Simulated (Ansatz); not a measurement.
CH2 (SMILES [CH2]) moved off its minimum; all values from Ansatz (a program for electronic structure), cores frozen in correlated methods.
(charge 0, multiplicity 1)
```xyz
3

C     -0.00807     0.13510     0.00809
H     -0.86651    -0.41373     0.01048
H      0.80697    -0.51104     0.16500
```

```json
[
 {"level": "HF/def2-TZVPP", "largest force (eV/Å)": "3.27", "on atom": "C1", "rms difference from CCSD(T)/aug-cc-pVTZ (eV/Å)": "0.239", "dipole (D)": "2.04"},
 {"level": "PBE/def2-TZVPP", "largest force (eV/Å)": "4.11", "on atom": "C1", "rms difference from CCSD(T)/aug-cc-pVTZ (eV/Å)": "0.196", "dipole (D)": "1.94"},
 {"level": "r2SCAN/def2-TZVPP", "largest force (eV/Å)": "3.80", "on atom": "C1", "rms difference from CCSD(T)/aug-cc-pVTZ (eV/Å)": "0.032", "dipole (D)": "1.97"},
 {"level": "B3LYP/def2-TZVPP", "largest force (eV/Å)": "3.67", "on atom": "C1", "rms difference from CCSD(T)/aug-cc-pVTZ (eV/Å)": "0.032", "dipole (D)": "1.97"},
 {"level": "wB97M-V/def2-TZVPP", "largest force (eV/Å)": "3.65", "on atom": "C1", "rms difference from CCSD(T)/aug-cc-pVTZ (eV/Å)": "0.054", "dipole (D)": "1.97"},
 {"level": "MP2/aug-cc-pVTZ", "largest force (eV/Å)": "3.59", "on atom": "C1", "rms difference from CCSD(T)/aug-cc-pVTZ (eV/Å)": "0.084", "dipole (D)": "1.89"},
 {"level": "CCSD(T)/aug-cc-pVTZ", "largest force (eV/Å)": "3.73", "on atom": "C1", "rms difference from CCSD(T)/aug-cc-pVTZ (eV/Å)": "0.000", "dipole (D)": "1.76"}
]
```

The differences count from one level among others, with limits of its own. Forces at CCSD(T)/aug-cc-pVTZ (eV/Å):

| atom | Fx | Fy | Fz |
|---|---|---|---|
| C1 | 1.435 | 3.422 | -0.346 |
| H2 | -2.740 | -2.062 | 0.050 |
| H3 | 1.305 | -1.361 | 0.296 |

Doubts at one or more of the structures used: a restricted determinant that unrestricted orbitals would lower (MP2/aug-cc-pVTZ, CCSD(T)/aug-cc-pVTZ).
